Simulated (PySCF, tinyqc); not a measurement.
Inside a calculation. Method: CIS and TDHF on RHF in the sto-3g basis, for BH, spin multiplicity 1. The lowest restricted solution is unstable here: a spin-polarised one lies 0.0072 hartree lower (PySCF). One step of it, computed by the program tinyqc.

Question. CIS matrix, triplets. A(ia,jb) = (e_a - e_i) d_ij d_ab - (ij|ab).

orbital energies (hartree): MO1 -7.383789, MO2 -0.465643, MO3 -0.231226, MO4 0.246578, MO5 0.246578, MO6 0.361652

Two-electron integrals over orbitals (pq|rs), unique and non-zero (hartree):
```
(11|11) 2.893142    (21|11) -0.291996   (21|21) 0.046751    (22|11) 0.655990
(22|21) -0.012866   (22|22) 0.471972    (31|11) 0.135804    (31|21) -0.020768
(31|22) 0.010225    (31|31) 0.017743    (32|11) -0.136807   (32|21) 0.007403
(32|22) -0.007722   (32|31) 0.007748    (32|32) 0.116438    (33|11) 0.538564
(33|21) -0.007700   (33|22) 0.427657    (33|31) -0.002404   (33|32) 0.004304
(33|33) 0.467986    (41|41) 0.021589    (42|41) 0.024679    (42|42) 0.090589
(43|41) -0.011450   (43|42) -0.038073   (43|43) 0.031545    (44|11) 0.742019
(44|21) -0.010736   (44|22) 0.485269    (44|31) 0.004675    (44|32) -0.076374
(44|33) 0.414766    (44|44) 0.586773    (51|51) 0.021589    (52|51) 0.024679
(52|52) 0.090589    (53|51) -0.011450   (53|52) -0.038073   (53|53) 0.031545
(54|54) 0.031630    (55|11) 0.742019    (55|21) -0.010736   (55|22) 0.485269
(55|31) 0.004675    (55|32) -0.076374   (55|33) 0.414766    (55|44) 0.523513
(55|55) 0.586773    (61|11) -0.088150   (61|21) 0.015657    (61|22) 0.001611
(61|31) 0.004102    (61|32) 0.016251    (61|33) -0.009667   (61|44) -0.003093
(61|55) -0.003093   (61|61) 0.019621    (62|11) 0.134514    (62|21) -0.003080
(62|22) 0.056205    (62|31) 0.012865    (62|32) -0.008620   (62|33) -0.026145
(62|44) 0.075214    (62|55) 0.075214    (62|61) 0.013411    (62|62) 0.087763
(63|11) 0.183707    (63|21) -0.004113   (63|22) 0.041571    (63|31) -0.003434
(63|32) -0.111828   (63|33) -0.004124   (63|44) 0.103063    (63|55) 0.103063
(63|61) -0.008206   (63|62) 0.055127    (63|63) 0.151855    (64|41) 0.007000
(64|42) 0.026231    (64|43) 0.004868    (64|64) 0.025523    (65|51) 0.007000
(65|52) 0.026231    (65|53) 0.004868    (65|65) 0.025523    (66|11) 0.603365
(66|21) -0.007666   (66|22) 0.467423    (66|31) 0.011113    (66|32) 0.050327
(66|33) 0.465557    (66|44) 0.438016    (66|55) 0.438016    (66|61) 0.007640
(66|62) 0.023977    (66|63) -0.023594   (66|66) 0.527079
```

Give: CIS matrix A, triplet.

Answer.

CIS matrix A, triplet (hartree), lower triangle:
```
         1>4      1>5      1>6     2>4     2>5      2>6     3>4     3>5
1>4   6.8883
1>5   0.0000   6.8883
1>6   0.0000   0.0000   7.1421
2>4   0.0107   0.0000   0.0000  0.2270
2>5   0.0000   0.0107   0.0000  0.0000  0.2270
2>6   0.0000   0.0000   0.0077  0.0000  0.0000   0.3599
3>4  -0.0047   0.0000   0.0000  0.0764  0.0000   0.0000  0.0630
3>5   0.0000  -0.0047   0.0000  0.0000  0.0764   0.0000  0.0000  0.0630
3>6   0.0000   0.0000  -0.0111  0.0000  0.0000  -0.0503  0.0000  0.0000

        3>6
3>6  0.1273
```
